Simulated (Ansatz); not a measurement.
Vertical ionisation energy to the doublet of boron compounds, in eV, species as SMILES. Set-up: each state is the SCF solution reached for its charge and spin; dispersion terms only where a functional's name holds one; UHF or UKS for open shells; non-relativistic; frozen cores in correlated levels; no spin-orbit coupling; 6-31G* and kin with 6d, 5d where marked. First-principles rows: single points at B3LYP-D3(BJ) geometries (Ansatz, a program for electronic structure).

wB97M-V/def2-TZVPD (Ansatz) is a level with limits of its own, not a measurement.

The rows were drawn at random among computed neutral closed-shell members with both values; the withheld row is one of them. Species whose geometry shows other bonds than their SMILES are left out. No case is left out for the size of its miss. Left out are saddle points of the reference geometry, anions that the best level run finds unbound, excited spin states, species near biochemistry, 298 K rows of species without real B3LYP wavenumbers, cases with under five habitual levels, runs that failed or that the program found above a lower state of the same kind, table entries that another table contradicts, and a share of species set aside by lot. Sets whose x spans too little, or whose line has r² under 0.6, are not shown.

```tsv
case	MP2/6-31G* (Ansatz) (x)	wB97M-V/def2-TZVPD (Ansatz) (y)
B(=O)Cl	13.02	12.68
FB(F)F	16.42	15.54
NB(F)F	11.01	11.50
BOB	11.98	11.47
ClB(Cl)Cl	11.92	11.68
```

Question: Fit y = a + b·x by least squares, and use it to estimate the value at wB97M-V/def2-TZVPD (Ansatz) for B (BH3), where MP2/6-31G* (Ansatz) gives 12.91 eV.

Answer: Means: x 12.8700, y 12.5740. Sums about the means: Sxx 17.779, Sxy 14.375. Slope b = Sxy/Sxx = 0.8085, intercept a = mean y - b·mean x = 2.169; the rows scatter about the line by 0.268 (root mean square), r² = 0.97. A constant shift, the mean of y - x, would give 12.61 eV. Prediction for B (BH3): 12.61 eV. The value at wB97M-V/def2-TZVPD (Ansatz) is 13.21 eV, so the fit misses by -0.60 eV, against -0.30 eV without it. The fit is meant for species like these alone.
